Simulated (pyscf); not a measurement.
HO–Ge(F)(F)–F (SMILES [OH][Ge]([F])([F])[F]) + H₂ (SMILES [H][H]) → F–GeH(F)–F (SMILES [F][GeH]([F])[F]) + H₂O (SMILES O) (four-centre exchange; singlet surface; Ge–O, H–H broken, Ge–H, H–O formed). Optimised with ωB97X-D3(BJ)/def2-SVP in PySCF. Energies in kcal/mol from the separated reactants.

```tsv
level	barrier	reaction energy
ωB97X-D3(BJ)/def2-TZVP	(withheld)	(withheld)
PBE/def2-TZVP	35.4	+2.5
r²SCAN/def2-TZVP	38.2	+5.2
B3LYP-D3(BJ)/def2-TZVP	(withheld)	+3.2
PBE0-D3(BJ)/def2-TZVP	38.2	+2.6
M06-2X/def2-TZVP	43.8	+8.2
```

**Question.** Some entries are withheld; supply them.

**Answer.** 
- ωB97X-D3(BJ)/def2-TZVP, barrier: 42.1
- ωB97X-D3(BJ)/def2-TZVP, reaction energy: +4.2
- B3LYP-D3(BJ)/def2-TZVP, barrier: 41.2

The functionals in the table span 8.4 kcal/mol in this barrier, from PBE to M06-2X. On the product side the descent ends in a bound adduct (not fully relaxed), 9.2 kcal/mol under the separated species and 47.2 kcal/mol under the saddle at ωB97X-D3(BJ)/def2-TZVP. This is the saddle that the search found; another between the same sides may lie lower. Elements up to Kr have no core potential and no relativistic terms here.
